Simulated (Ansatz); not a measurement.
`CC1CCO1`. The species carries charge 0 and has multiplicity 1. The geometry is a stationary point of PBE0-D4/def2-TZVP.

```xyz
13

C     0.299    0.506    1.611
C    -0.451   -0.031    0.426
C    -0.108    0.500   -0.971
C     0.092   -0.974   -1.320
O    -0.032   -1.360    0.055
H     1.374    0.509    1.416
H    -0.021    1.529    1.830
H     0.111   -0.107    2.495
H    -1.532   -0.024    0.626
H    -0.894    1.034   -1.503
H     0.811    1.087   -0.991
H     1.059   -1.262   -1.741
H    -0.708   -1.407   -1.933
```

What is the dipole moment at PBE/def2-TZVPP? (An estimate is asked.)

Ansatz gave: 1.68 D, with components (-0.17, 1.54, -0.65) D in this frame, pointing from negative to positive charge.

And with r2SCAN, B3LYP, ωB97M-V? (Best estimate.)

The calculation gave: r2SCAN 1.75 D, B3LYP 1.81 D, ωB97M-V 1.82 D.

Give the Mulliken charges with PBE, r2SCAN, ωB97M-V in def2-TZVPP. (An estimate is asked.)

The calculation gave: 
| atom | PBE | r2SCAN | ωB97M-V |
| --- | --- | --- | --- |
| C1 | -0.23 | -0.13 | -0.29 |
| C2 | 0.13 | 0.23 | 0.12 |
| C3 | -0.15 | -0.11 | -0.23 |
| C4 | 0.03 | 0.15 | 0.02 |
| O5 | -0.28 | -0.36 | -0.32 |
| H6 | 0.07 | 0.03 | 0.09 |
| H7 | 0.07 | 0.04 | 0.09 |
| H8 | 0.08 | 0.05 | 0.11 |
| H9 | 0.03 | 0.00 | 0.07 |
| H10 | 0.08 | 0.04 | 0.10 |
| H11 | 0.06 | 0.03 | 0.09 |
| H12 | 0.06 | 0.02 | 0.08 |
| H13 | 0.05 | 0.02 | 0.08 |

B3LYP here is the variant with VWN-RPA as its local correlation; programs differ in this.
